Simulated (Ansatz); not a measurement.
Elements on the sites of an ideal bcc lattice, at a guessed lattice constant:

```xyz
16
Lattice="6.4529 0.0000 0.0000 0.0000 6.4529 0.0000 0.0000 0.0000 6.4529" Properties=species:S:1:pos:R:3 pbc="T T T"
Ti    1.6132    1.6132    1.6132
V     0.0000    0.0000    0.0000
Nb    0.0000    0.0000    3.2265
Nb    1.6132    4.8397    1.6132
Nb    4.8397    4.8397    1.6132
Hf    3.2265    0.0000    3.2265
W     3.2265    0.0000    0.0000
W     0.0000    3.2265    0.0000
W     3.2265    3.2265    0.0000
W     4.8397    1.6132    1.6132
W     0.0000    3.2265    3.2265
W     1.6132    1.6132    4.8397
W     3.2265    3.2265    3.2265
W     4.8397    1.6132    4.8397
W     1.6132    4.8397    4.8397
W     4.8397    4.8397    4.8397
```

Cell and atoms were relaxed without symmetry on coarser meshes and computed once more. Computed with DFT PBE, scalar-relativistic, plane waves, PAW in Ansatz.

Settings: cutoff 420 eV, Γ-centred mesh 5×5×5 on the computed 16-atom cell, Gaussian smearing of 0.10 eV; no spin polarisation.

The relaxation ran on 2×2×2 (shifted) and then 3×3×3 k points with a smearing of 0.1 eV, from sites shaken by 0.02 Å.

Problem. What does the relaxation give?

Solution. A volume of 16.60 Å³/atom and no gap on the mesh. It lies 0.01 eV/atom below the elements' standard states (static lattices, no corrections for gases). The atoms leave their sites by 0.04 Å (root mean square) and 0.05 Å at most, and the cell stretches by up to 0.3 % at fixed volume.

```
Ti V Nb Hf W
1.0
     6.41570    0.00331   -0.00080
     0.00336    6.42402    0.00587
    -0.00074    0.00590    6.44294
Ti V Nb Hf W
1 1 3 1 10
Direct
  0.24686 0.25526 0.24405
  0.99823 0.00228 0.99485
  0.99924 0.00161 0.50362
  0.24671 0.74695 0.24501
  0.75250 0.74891 0.24507
  0.49952 0.00241 0.50133
  0.50079 0.00224 0.99626
  0.99822 0.49883 0.99601
  0.50068 0.49915 0.99713
  0.75272 0.25433 0.24470
  0.99927 0.49880 0.50324
  0.24692 0.25389 0.75647
  0.50084 0.49880 0.50422
  0.75266 0.25294 0.75539
  0.24656 0.74759 0.75504
  0.75209 0.74548 0.75528
```

The final mesh leaves forces up to 0.07 eV/Å and stresses up to 1.3 GPa: the relaxation ran on a coarser mesh, so the cell's shape, its bonds and its energy belong partly to that mesh.

Spin-orbit coupling is left out, which matters for the bands of heavy elements. Spin polarisation was left out, and a magnetic state may lie lower.

Cost: 2 runs of about 8.4 core-minutes in all (earlier runs that led there not counted), on Intel Xeon Platinum 8375C (Ice Lake) (shared hosts).